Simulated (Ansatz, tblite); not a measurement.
Removing an electron: [AlH4]- (AlH₄⁻). The state is a singlet with charge -1. Geometry: r2SCAN-D4/def2-TZVPD. Ansatz, gas phase; energy differences of separate SCF runs; the oxidised species was run as a doublet alone.

Cartesian coordinates in Å:
```
Al -0.001 0.000 0.000
H -0.326 -1.608 -0.108
H 0.811 0.485 -1.345
H 0.926 0.284 1.329
H -1.410 0.839 0.123
```

The xTB rows come from tblite. Correlated methods freeze 5 core orbitals. HOMO above LUMO, or a gap near zero within one spin, warns that the state may not be the lowest or that an electron is smeared out.

```
               level  −HOMO (eV)  vertical IE (eV)  −LUMO (eV)  HOMO–LUMO gap (eV)                                  remarks
            GFN1-xTB        5.72              8.92       -3.94                9.66                                        –
            GFN2-xTB        5.34              8.36       -1.53                6.87                                        –
      HF/def2-TZVPPD           –              4.04           –                   –                                        –
   PBE-D4/def2-TZVPD        1.12              4.16       -3.65                4.77  gap within one spin near zero (doublet)
r2SCAN-D4/def2-TZVPD        1.41              4.28       -4.55                5.97                                        –
  PBE0-D4/def2-TZVPD        2.33              4.48       -4.02                6.35                                        –
     MP2/def2-TZVPPD           –              4.79           –                   –                                        –
    CCSD/def2-TZVPPD           –              4.85           –                   –                                        –
 CCSD(T)/def2-TZVPPD           –              4.84           –                   –                                        –
```

Relaxing the oxidised species (r2SCAN-D4/def2-TZVPD) changes its energy by -1.25 eV at PBE-D4/def2-TZVPD, so the adiabatic ionisation energy to this nearest minimum is 2.91 eV. On the way the bond Al1–H3 breaks and the bond Al1–H4 breaks. At PBE0-D4/def2-TZVPD it is 2.96 eV. In the charge 0 doublet, H3 and H4 lie 0.77 Å apart (atoms count from 1), so H2 has formed as a molecule.   Raw xTB energy differences between charge states are shifted by several eV; the methods need an empirical correction for them.
